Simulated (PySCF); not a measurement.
**One shape, several levels: SiH4O (silanol)**

Aim: a comparison of 6 runs (B2PLYP/STO-3G, M06-2X/STO-3G, wB97X-V/STO-3G, CCSDT(Q)/STO-3G, NEVPT2(2,2)/STO-3G, QCISD(T)/STO-3G) of SiH4O (silanol). The job is set up through a Python script.

Program for the calculation: PySCF 2.14.0.

5 further runs of the same task are left out: 5 set aside as unsound or not needed.

### 1 The molecule

The species is SiH4O (6 atoms), meant as a singlet with charge 0. SMILES: `O[SiH3]`. Geometry: relaxed at PBE0-D4/def2-TZVP.

Bond lengths: O1–Si2 1.648 Å, O1–H3 0.957 Å, Si2–H4 1.489 Å, Si2–H5 1.481 Å, Si2–H6 1.489 Å. Angles: O1–Si2–H4 111.7°, O1–Si2–H5 105.9°, O1–Si2–H6 111.7°, Si2–O1–H3 117.9°, H4–Si2–H5 109.9°, H4–Si2–H6 107.9°, H5–Si2–H6 109.9°.

### 2 The energy at B2PLYP/STO-3G (run 1)

start.xyz

```xyz
6

O      0.636700    -1.030300     0.419000
Si    -0.035700     0.346500    -0.187000
H      0.069100    -1.629200     0.904700
H     -1.128300     0.045700    -1.152800
H      1.060500     1.064900    -0.875600
H     -0.602300     1.202400     0.891700
```

calc.py

```python
from pyscf import gto, dft, mp

molecule = gto.M(
    atom='start.xyz',
    max_memory=1860,
    verbose=3,
    basis='sto-3g',
)

mf = dft.RKS(molecule)
mf.xc = '0.53*HF + 0.47*B88, 0.73*LYP'
mf.grids.level = 5
mf.conv_tol = 1e-10
mf.kernel()
if not mf.converged:
    mf = mf.newton().run(mf.mo_coeff, mf.mo_occ)

pt = mp.MP2(mf, frozen=6).run()
e_tot = mf.e_tot + 0.27 * pt.e_corr
print('PT2 part  %.8f' % (0.27 * pt.e_corr))
print('Final energy', e_tot)
```

On the command line:

```sh
OMP_NUM_THREADS=1 python calc.py
```

Output:

```text
converged SCF energy = -362.408119880063
E(RMP2) = -362.506435289349  E_corr = -0.0983154092858067
E(SCS-RMP2) = -362.517976492048  E_corr = -0.109856611984723
PT2 part  -0.02654516
Final energy -362.43466504057034
```

It took 4.8 s on 1 thread of Intel Xeon Platinum 8259CL at 2.50GHz (Skylake/Cascade Lake), shared host; peak memory 0.19 GiB.

### 3 The energy at M06-2X/STO-3G (run 2)

job.py

```python
from pyscf import gto, dft

molecule = gto.M(
    atom='''
O      1.203189    -1.946985     0.791795
Si    -0.067463     0.654790    -0.353379
H      0.130580    -3.078742     1.709635
H     -2.132178     0.086360    -2.178476
H      2.004055     2.012369    -1.654644
H     -1.138182     2.272207     1.685069
''',
    max_memory=1860,
    verbose=4,
    unit='bohr',
    basis='sto-3g',
)

myscf = dft.RKS(molecule)
myscf.xc = 'm06-2x'
myscf.grids.level = 5
myscf.conv_tol = 1e-10
myscf.kernel()
if not myscf.converged:
    myscf = myscf.newton().run(myscf.mo_coeff, myscf.mo_occ)

etot = myscf.e_tot
print('E(%s) = %.9f' % ('M06-2X', etot))
```

On the command line:

```sh
OMP_NUM_THREADS=1 python job.py
```

Output:

```text
PySCF version 2.14.0

[INPUT] num. atoms = 6
[INPUT] num. electrons = 26
[INPUT] charge = 0
[INPUT] spin (= nelec alpha-beta = 2S) = 0
[INPUT] symmetry False subgroup None
[INPUT] Mole.unit = bohr
[INPUT] Symbol           X                Y                Z      unit          X                Y                Z       unit  Magmom
[INPUT]  1 O      0.636700199230  -1.030300092003   0.418999869720 AA    1.203189000000  -1.946985000000   0.791795000000 Bohr   0.0
[INPUT]  2 Si    -0.035699882180   0.346499945938  -0.187000113618 AA   -0.067463000000   0.654790000000  -0.353379000000 Bohr   0.0
[INPUT]  3 H      0.069099960202  -1.629200104702   0.904699880991 AA    0.130580000000  -3.078742000000   1.709635000000 Bohr   0.0
[INPUT]  4 H     -1.128300007225   0.045699743935  -1.152799853736 AA   -2.132178000000   0.086360000000  -2.178476000000 Bohr   0.0
[INPUT]  5 H      1.060500235430   1.064899814762  -0.875599896986 AA    2.004055000000   2.012369000000  -1.654644000000 Bohr   0.0
[INPUT]  6 H     -0.602299976279   1.202400162893   0.891700113628 AA   -1.138182000000   2.272207000000   1.685069000000 Bohr   0.0

nuclear repulsion = 64.7548889785672
number of shells = 12
number of NR pGTOs = 54
number of NR cGTOs = 18
basis = sto-3g
ecp = {}

******** <class 'pyscf.dft.rks.RKS'> ********
method = RKS
initial guess = minao
damping factor = 0
level_shift factor = 0
DIIS = <class 'pyscf.scf.diis.CDIIS'>
diis_start_cycle = 1
diis_space = 8
diis_damp = 0
SCF conv_tol = 1e-10
SCF conv_tol_grad = None
SCF max_cycles = 50
direct_scf = True
direct_scf_tol = 1e-13
XC library pyscf.dft.libxc version 7.0.0
    S. Lehtola, C. Steigemann, M. J.T. Oliveira, and M. A.L. Marques.,  SoftwareX 7, 1–5 (2018)
XC functionals = m06-2x
    Y. Zhao and D. G. Truhlar.,  Theor. Chem. Acc. 120, 215 (2008)
    Y. Zhao and D. G. Truhlar.,  Theor. Chem. Acc. 120, 215 (2008)
radial grids:
    Treutler-Ahlrichs [JCP 102, 346 (1995); DOI:10.1063/1.469408] (M4) radial grids

becke partition: Becke, JCP 88, 2547 (1988); DOI:10.1063/1.454033
pruning grids: <function nwchem_prune>
grids dens level: 5
symmetrized grids: False
atomic radii adjust function: <function treutler_atomic_radii_adjust>
small_rho_cutoff = 0
Set gradient conv threshold to 1e-05
Initial guess from minao.
tot grids = 180696
init E= -362.505048634961
  HOMO = -0.336759867172297  LUMO = 0.173982746838252  gap/eV = 13.89801
cycle= 1 E= -362.607239359548  delta_E= -0.102  |g|= 0.479  |ddm|= 2.55
  HOMO = -0.0713269606253062  LUMO = 0.336209085450215  gap/eV = 11.08962
cycle= 2 E= -362.650373783806  delta_E= -0.0431  |g|= 0.367  |ddm|= 1.23
  HOMO = -0.226836346110723  LUMO = 0.327947916836779  gap/eV = 15.09645
cycle= 3 E= -362.692855781808  delta_E= -0.0425  |g|= 0.0124  |ddm|= 0.543
  HOMO = -0.22596597817166  LUMO = 0.331204128468963  gap/eV = 15.16137
cycle= 4 E= -362.692937504957  delta_E= -8.17e-05  |g|= 0.00239  |ddm|= 0.0286
  HOMO = -0.226947439297906  LUMO = 0.330369392815386  gap/eV = 15.16536
cycle= 5 E= -362.692940759586  delta_E= -3.25e-06  |g|= 0.000596  |ddm|= 0.00644
  HOMO = -0.226847828977042  LUMO = 0.330563902062613  gap/eV = 15.16795
cycle= 6 E= -362.692940953322  delta_E= -1.94e-07  |g|= 5.78e-05  |ddm|= 0.00146
  HOMO = -0.226860432578254  LUMO = 0.330561050368602  gap/eV = 15.16821
cycle= 7 E= -362.692940956587  delta_E= -3.27e-09  |g|= 8.04e-06  |ddm|= 0.000253
  HOMO = -0.226861682644802  LUMO = 0.330560899036749  gap/eV = 15.16824
cycle= 8 E= -362.692940956641  delta_E= -5.36e-11  |g|= 1.77e-06  |ddm|= 2.89e-05
  HOMO = -0.226862525580486  LUMO = 0.33056059528537  gap/eV = 15.16826
Extra cycle  E= -362.692940956643  delta_E= -1.93e-12  |g|= 5.24e-07  |ddm|= 4.96e-06
converged SCF energy = -362.692940956643
E(M06-2X) = -362.692940957
```

It took 5.4 s on 1 thread of Intel Xeon Platinum 8259CL at 2.50GHz (Skylake/Cascade Lake), shared host; peak memory 0.2 GiB.

Runs 3 to 5 aren't shown in full; the table further down has their settings and results.

### 4 A single-point energy at QCISD(T)/STO-3G (run 6)

input.py

```python
from pyscf import gto, cc

system = gto.M(
    atom='''
O      1.203189    -1.946985     0.791795
Si    -0.067463     0.654790    -0.353379
H      0.130580    -3.078742     1.709635
H     -2.132178     0.086360    -2.178476
H      2.004055     2.012369    -1.654644
H     -1.138182     2.272207     1.685069
''',
    unit='bohr',
    verbose=3,
    max_memory=1860,
    basis='sto-3g',
)

mf = system.RHF()
mf.conv_tol = 1e-10
mf.kernel()
if not mf.converged:
    mf = mf.newton().run(mf.mo_coeff, mf.mo_occ)

mycc = cc.QCISD(mf, frozen=6)
mycc.kernel()
e_t = mycc.qcisd_t()
etot = mycc.e_tot + e_t
print('E(%s) = %.9f' % ('QCISD(T)', etot))
```

On the command line:

```sh
OMP_NUM_THREADS=1 python input.py
```

Output:

```text
converged SCF energy = -361.762298529957
E(QCISD) = -361.8653021515958  E_corr = -0.1030036216384444
QCISD(T) correction = -0.00125606604992048
E(QCISD(T)) = -361.866558218
```

Run time: 0.9 s. Hardware: 1 thread of Intel Xeon Platinum 8259CL at 2.50GHz (Skylake/Cascade Lake), shared host; peak memory 0.12 GiB.

### 5 Overview of the runs

| run | level | frozen core orbitals | nlc grid | energy (Eh) | dipole moment (D) of the reference | HOMO energy (eV) | LUMO energy (eV) | wall time |
| --- | --- | --- | --- | --- | --- | --- | --- | --- |
| 1 | B2PLYP/STO-3G | 6 | – | -362.434665 | 1.21 | -6.18 | 9.81 | 4.8 s |
| 2 | M06-2X/STO-3G | – | – | -362.692941 | 1.19 | -6.17 | 9.00 | 5.4 s |
| 3 | wB97X-V/STO-3G | – | 1 | -362.627510 | 1.17 | -6.72 | 10.41 | 31 s |
| 4 | CCSDT(Q)/STO-3G | 6 | – | -361.866756 | 1.28 | -9.26 | 13.34 | 2.2 s |
| 5 | NEVPT2(2,2)/STO-3G | – | – | -361.843731 | 1.28 | -9.26 | 13.34 | 1.5 s |
| 6 | QCISD(T)/STO-3G | 6 | – | -361.866558 | 1.28 | -9.26 | 13.34 | 0.9 s |

### 6 Outcome

| quantity | value |
| --- | --- |
| run 6: total energy | -361.86656 Eh |
| run 6: dipole moment (Hartree–Fock density) | 1.28 D |
| run 6: HOMO energy (Hartree–Fock orbitals) | -9.26 eV |
| run 6: LUMO energy (Hartree–Fock orbitals) | 13.34 eV |
| run 6: HOMO–LUMO gap (Hartree–Fock orbitals) | 22.60 eV |
| run 6: correlation energy (6 core orbitals frozen) | -104.3 mEh |
| run 6: (T) correction | -1.26 mEh |
| run 6: T1 diagnostic | 0.009 |

What this shows: Over runs 1, 2, 3 the dipole moment (its size) runs from 1.17 D (wB97X-V/STO-3G) to 1.21 D (B2PLYP/STO-3G). A double hybrid's value is that of its SCF part. Over runs 1, 2, 3 the HOMO–LUMO gap runs from 15.17 eV (M06-2X/STO-3G) to 17.13 eV (wB97X-V/STO-3G). Totals of different functionals can't be ranked against each other. In runs 1, 2, 3, 4, 5, 6 the basis is minimal, so the values are rough. All runs together took 46 s, the longest 31 s.
